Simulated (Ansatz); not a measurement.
Species: C₃H₄, charge 0, singlet. C3H4 (SMILES C#CC).
B3LYP-D3(BJ)/def2-TZVP minimum from Ansatz (a first-principles code):
```xyz
7

C     -0.0011    -0.0004     0.2181
C     -0.0068    -0.0029     1.4176
C      0.0060     0.0025    -1.2360
H     -0.0119    -0.0051     2.4795
H      0.0152     1.0232    -1.6237
H      0.8874    -0.5130    -1.6226
H     -0.8790    -0.5002    -1.6311
```

Quantity: atomisation energy (electronic, to ground-state atoms), in kcal/mol. Radicals and triplets start from unrestricted determinants; spin-orbit coupling is neglected. CBS(X,Y): correlation extrapolated as X^-3, Hartree-Fock from the larger set (Q,5: extrapolated as (X+1)exp(-9√X)). A bracket is a step between two methods taken in the basis named. Functionals run without relativity, which enters their misses. '+ core + X2C': CCSD(T) terms for core correlation (cc-pwCVTZ) and scalar relativity (cc-pVTZ-DK). Where a partner has so few electrons that a lower coupled-cluster level is exact, that level stands in.

CCSD(T)/CBS(cc-pVQZ,cc-pV5Z) + [CCSDT(Q) - CCSD(T)]/cc-pVDZ + core + X2C (Ansatz) gives 705.3 kcal/mol.

Task: What does PBE/def2-TZVPD (Ansatz) give here, and how do the other levels compare?

Result: PBE gives 720.3 kcal/mol, 15.0 kcal/mol above it. Differences of the others: B3LYP/def2-TZVPD (Ansatz) -3.6; PBE0/def2-TZVPD (Ansatz) 1.8; CCSD(T)/CBS(cc-pVQZ,cc-pV5Z) + core + X2C (Ansatz) -0.5 kcal/mol. Nearer than PBE: B3LYP/def2-TZVPD, PBE0/def2-TZVPD, CCSD(T)/CBS(cc-pVQZ,cc-pV5Z) + core + X2C.
